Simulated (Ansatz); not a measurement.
This geometry of C2H3F2N (8 atoms, charge 0, multiplicity 1) is a first-order saddle point.

All numbers below come from RKS PBE/def2-SVP in Ansatz 0.2.0.

```xyz
8
Properties=species:S:1:pos:R:3
N -0.363 0.666 1.138
C -0.226 -0.474 0.290
C 0.336 -0.443 -0.931
F 0.472 -1.492 -1.733
F 0.834 0.652 -1.499
H 0.551 1.080 1.358
H -0.912 1.406 0.681
H -0.599 -1.453 0.639
```

(1) Which two structures does it join? (They come from a converged band through this point; their orientation in space is the band's.)

(2) How far does it lie above each of them?

Answers

(1) No bond is made or broken. The dihedral H6–N1–C2–C3 goes from -138 to 13°. The two ends are copies of one structure, up to a mirror image or an exchange of like atoms.

Image 0:

```xyz
8
Properties=species:S:1:pos:R:3
N -0.480 0.745 0.970
C -0.130 -0.417 0.265
C 0.296 -0.449 -1.012
F 0.492 -1.559 -1.722
F 0.528 0.649 -1.745
H -0.128 0.751 1.932
H -0.186 1.603 0.492
H -0.300 -1.381 0.764
```

Image 8:

```xyz
8
Properties=species:S:1:pos:R:3
N -0.076 0.694 1.117
C -0.146 -0.414 0.258
C 0.339 -0.455 -0.996
F 0.398 -1.547 -1.756
F 0.875 0.605 -1.618
H 0.199 1.554 0.633
H -0.946 0.856 1.633
H -0.550 -1.349 0.673
```

(2) 0.184 eV above the first and 0.184 eV above the second. This is the barrier of this one path; another mechanism may lie lower.

The run took 3.7 min on 1 thread of Intel(R) Xeon(R) Processor @ 2.50GHz (Skylake/Cascade Lake), with other jobs on the host, peak memory 0.12 GiB.
